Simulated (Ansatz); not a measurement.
Results of PBE0 in Ansatz (PAW) for fcc Pd.

Numerical settings: plane-wave cutoff 460 eV, 14×14×14 k mesh, Fermi–Dirac smearing 0.05 eV, scalar-relativistic PAW data made under PBE.

Computed at the level's own relaxed cell.

Q: Give the computed volume per atom, bulk modulus B0, equilibrium lattice constant a and pressure derivative B′ of the bulk modulus.

A: 
* **volume per atom**: 14.96 Å³/atom
* **bulk modulus B0**: 176 GPa
* **equilibrium lattice constant a**: 3.911 Å
* **pressure derivative B′ of the bulk modulus**: 5.6

Measured, for comparison: equilibrium volume per atom 14.56 Å³/atom, lattice constant a 3.876 Å (static lattice: zero-point anharmonic expansion removed; as tabulated in Mejia-Rodriguez and Trickey (2018), arXiv:1807.09216); bulk modulus 195 GPa (zero-point energy and finite temperature contributions removed, our sources range from 187 to 198; as tabulated in doi:10.1021/acs.jctc.3c00612). Computed (rounded) less measured: equilibrium volume per atom +2.7 %, bulk modulus -10 % (-6 % to -11 % over the range), lattice constant a +0.9 %.

Computed values are for the static lattice.

Ansatz is a first-principles code.
